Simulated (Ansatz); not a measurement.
Input file:

```yaml
crystal:
  periodic: [false, false, false]
  atoms:
    - {symbol: Ga, position_ang: [-0.004403, 0.336351, 1.508986]}
    - {symbol: Al, position_ang: [-0.022649, -1.725034, 0.000000]}
    - {symbol: Ga, position_ang: [-0.004403, 0.336351, -1.508986]}
    - {symbol: H, position_ang: [1.215461, -0.355847, 0.000000]}
basis:
  gaussian: {orbitals: cc-pVDZ}
total_charge: 1
magnetization: {spin_polarized: true, initial_magnetization: 3}
correlation: {method: bccd, electrons: outside_noble_gas}
output: {forces: true}
```

```sh
$ ansatz run in.yaml --threads 1 --pin off --events-out ev --progress --plain --max-ram 2393MiB
```

Log:

```
872 factors; integrals over basis functions are off by at most 9.5e-4 eV
mean field evaluation 1: about -111255.6204 eV, gradient 7.0e0 eV
mean field evaluation 2: about -111255.6296 eV, gradient 7.0e0 eV
mean field evaluation 4: about -111256.6062 eV, gradient 1.9e0 eV
mean field evaluation 8: about -111257.1230 eV, gradient 5.1e-1 eV
mean field evaluation 16: about -111255.6205 eV, gradient 7.0e0 eV
mean field evaluation 32: about -111256.2911 eV, gradient 3.6e0 eV
mean field evaluation 64: about -111256.0709 eV, gradient 1.0e-3 eV
mean field evaluation 96: about -111255.6056 eV, gradient 1.4e0 eV
mean field evaluation 128: about -111255.1857 eV, gradient 3.0e-4 eV
mean field evaluation 160: about -111254.2668 eV, gradient 4.9e-1 eV
mean field evaluation 192: about -111256.1036 eV, gradient 6.2e-4 eV
mean field -111257.16569576 eV, -4088.6254265039 hartree, gradient 2.8e-6 eV, S^2 3.836034; 12 other end points of the search recorded, 0 dependent functions left out
determinant -111257.16569576 eV, -4088.6254265039 hartree, with singles and doubles -111261.24865176 eV, -4088.7754723692 hartree
determinant -111256.10355660 eV, -4088.5863936096 hartree, with singles and doubles -111260.61221282 eV, -4088.7520836695 hartree
determinant -111256.09951585 eV, -4088.5862451146 hartree, with singles and doubles -111260.67303437 eV, -4088.7543188203 hartree
determinant -111256.07092785 eV, -4088.5851945251 hartree, with singles and doubles -111260.38761043 eV, -4088.7438296840 hartree
determinant -111255.69475354 eV, -4088.5713703741 hartree, with singles and doubles -111259.90022098 eV, -4088.7259184519 hartree
determinant -111255.18568698 eV, -4088.5526625231 hartree, with singles and doubles -111259.87652542 eV, -4088.7250476564 hartree
determinant -111255.01196032 eV, -4088.5462781860 hartree, with singles and doubles -111259.46626632 eV, -4088.7099709124 hartree
33 core orbitals not correlated: weight in the atoms' cores, before any rotation towards them, 0.999 or more for the frozen orbitals, at most 0.001 for the correlated occupied ones
reference -111257.16569576 eV, -4088.6254265039 hartree; 6, 3 occupied and 38, 41 virtual orbitals, 872 factors
second order -3.08859025 eV of doubles, -0.00000000 eV of singles
cycle   1  -4.07995294 eV  change    3.0e-3 eV  update   1.1e-2
cycle   2  -4.07454376 eV  change    5.4e-3 eV  update   6.2e-3
cycle   3  -4.07169669 eV  change    2.8e-3 eV  update   5.0e-3
cycle   4  -4.07347870 eV  change   -1.8e-3 eV  update   3.8e-3
cycle   5  -4.07414578 eV  change   -6.7e-4 eV  update   2.3e-3
cycle   6  -4.07348725 eV  change    6.6e-4 eV  update   1.3e-3
cycle   7  -4.07355864 eV  change   -7.1e-5 eV  update   8.8e-4
cycle   8  -4.07374500 eV  change   -1.9e-4 eV  update   6.2e-4
cycle   9  -4.07366981 eV  change    7.5e-5 eV  update   3.4e-4
cycle  10  -4.07362753 eV  change    4.2e-5 eV  update   1.5e-4
cycle  11  -4.07366988 eV  change   -4.2e-5 eV  update   7.3e-5
cycle  12  -4.07366416 eV  change    5.7e-6 eV  update   3.3e-5
cycle  13  -4.07365600 eV  change    8.2e-6 eV  update   1.5e-5
cycle  14  -4.07365797 eV  change   -2.0e-6 eV  update   6.5e-6
cycle  15  -4.07365850 eV  change   -5.3e-7 eV  update   3.1e-6
cycle  16  -4.07365821 eV  change    2.9e-7 eV  update   1.2e-6
cycle  17  -4.07365759 eV  change    6.2e-7 eV  update   5.6e-7
cycle  18  -4.07365766 eV  change   -7.3e-8 eV  update   2.7e-7
the calculation of the forces begins
Total energy: -111261.23935343 eV, -4088.7751306617 hartree
Atom 0 at    -0.004403     0.336351     1.508986 Å, force    -0.401711     0.795163     1.346861 eV/Å
Atom 1 at    -0.022649    -1.725034     0.000000 Å, force     0.915241    -0.105577     0.000000 eV/Å
Atom 2 at    -0.004403     0.336351    -1.508986 Å, force    -0.401711     0.795163    -1.346861 eV/Å
Atom 3 at     1.215461    -0.355847     0.000000 Å, force    -0.111819    -1.484749     0.000000 eV/Å
Dipole moment:    -0.094265    -0.456371     0.000000 e Å
```

Forces (eV/Å):
```
Ga  -0.402  0.795  1.347
Al   0.915 -0.106  0.000
Ga  -0.402  0.795 -1.347
H   -0.112 -1.485  0.000
```

Ran on 1 thread of Arm Neoverse V2, shared host: 32 s wall, 0.3 GiB peak host memory.
